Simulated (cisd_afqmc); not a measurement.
Input (AFQMC/CISD/cc-pV(D+d)Z; cisd_afqmc is a phaseless AFQMC code with CISD trial states that reads the integrals written by Ansatz): A basis named .json is the Basis Set Exchange file of that set.

Ansatz 0.2 input:
```python
import cisd_afqmc

open("ham.yaml", "w").write("""\
crystal:
  periodic: [false, false, false]
  atoms:
    - {symbol: Si, position_ang: [0.01241810, 0.02066246, 1.21192572]}
    - {symbol: Si, position_ang: [-0.00991521, 0.04867099, -1.12060913]}
    - {symbol: H, position_ang: [-1.20864940, -0.56547163, 1.82210639]}
    - {symbol: H, position_ang: [1.21762135, -0.61946299, 1.79894031]}
    - {symbol: H, position_ang: [-0.03689409, -1.31618260, -1.70716646]}
    - {symbol: H, position_ang: [-1.21053620, 0.78404316, -1.58393597]}
    - {symbol: H, position_ang: [1.20341781, 0.74640588, -1.60837640]}
basis:
  gaussian:
    orbitals: cc-pV_D+d_Z.json
magnetization: {spin_polarized: true, initial_magnetization: 1}
correlation: {method: ccsd, electrons: outside_noble_gas, hamiltonian_folder: ham}
""")
rep = cisd_afqmc.ansatz("ham.yaml")
e_ccsd = rep["correlation"]["coupled_cluster"]["energy"]["hartree"]
out = cisd_afqmc.run("ham", e_ccsd, trial="CISD", walkers=100, populations=8, threads=8, dt=0.005, steps=40, early=24, settle=10, least=32,
    cut=5e-5, rank_cut=2e-4, target=0.0004, seconds=1500, seed=1, memory=17280, gpu=False)
```

Output:

```
orbitals 61, occupied [7, 6], factors 370 of 726, rank of the doubles 243 of 708
E(HF) = -580.735703
E(CCSD) on the cut factors = -580.976022, shift to the whole factors -0.000016
Energy of the trial state on the determinant = -580.975934
  tau behind 7.2 of longer steps, mean of the populations' last blocks
   2.0  -580.98328
   4.0  -580.98197
   6.0  -580.98192
   8.0  -580.98258
blocks 304 (0 outliers left out), error by blocks joined: 1: 0.00011, 2: 0.00015, 4: 0.00019, 8: 0.00024, 16: 0.00031
E(AFQMC/CISD) = -580.98228 +/- 0.00031
```

The error still grows at the longest joins of blocks, or few joins were possible, so the printed bar may be too narrow.
